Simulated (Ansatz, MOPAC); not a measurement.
Barrier height from H + H2S (SMILES S) to the transition structure H3S, without zero-point energy, on the benchmark's geometries as Psi4's copy of the set gives them.
Transition structure (charge 0, multiplicity 2):
```xyz
4

H      1.2621    -0.2201     0.0000
S      0.0000     0.2232     0.0000
H     -0.5006    -1.1154     0.0000
H     -0.7615    -2.2349     0.0000
```

Open shells are unrestricted; no spin–orbit coupling.

Correlated levels freeze the cores. The state that PM3 reach isn't checked.

The values were computed with Ansatz (Gaussian orbitals); MOPAC for PM3 (differences of heats of formation). Values without a source in brackets are computed.

| level | barrier height (kcal/mol) |
|---|---|
| PM3 | -13.30 |
| SVWN5/def2-TZVPPD | -6.87 |
| BLYP/def2-TZVPPD | -2.22 |
| revPBE/def2-TZVPPD | -0.29 |
| B3LYP/def2-TZVPPD | -0.55 |
| wB97X-V/def2-TZVPPD | 4.07 |
| SCS-MP2/aug-cc-pV(T+d)Z | ___ |
| CCSD(T)/aug-cc-pV(D+d)Z | 4.01 |
| CCSDT/cc-pVDZ | ___ |

**Question.** What belongs in the gaps?

**Answer.** 
- SCS-MP2/aug-cc-pV(T+d)Z, barrier height (kcal/mol): 6.82
- CCSDT/cc-pVDZ, barrier height (kcal/mol): 4.98

Ansatz is a first-principles code.
